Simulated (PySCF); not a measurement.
methane (CH₄), SMILES C.

Geometry: PBE0-D3(BJ)/def2-TZVPD.

All values below come from PySCF with ωB97X/def2-TZVPD.

Symmetry labels are those of the subgroup D2 that the program uses (full group Td).

Problem. List the valence orbital energies around the gap with their symmetry. (Estimate from the structure and the level; the computed values follow.)

Solution. 
```tsv
orbital	symmetry	energy (eV)
HOMO−4	A	-278.50
HOMO−3	A	-22.36
HOMO−2	B1	-13.58
HOMO−1	B2	-13.58
HOMO	B3	-13.58
LUMO	A	2.26
LUMO+1	B1	4.72
LUMO+2	B2	4.72
LUMO+3	B3	4.72
```
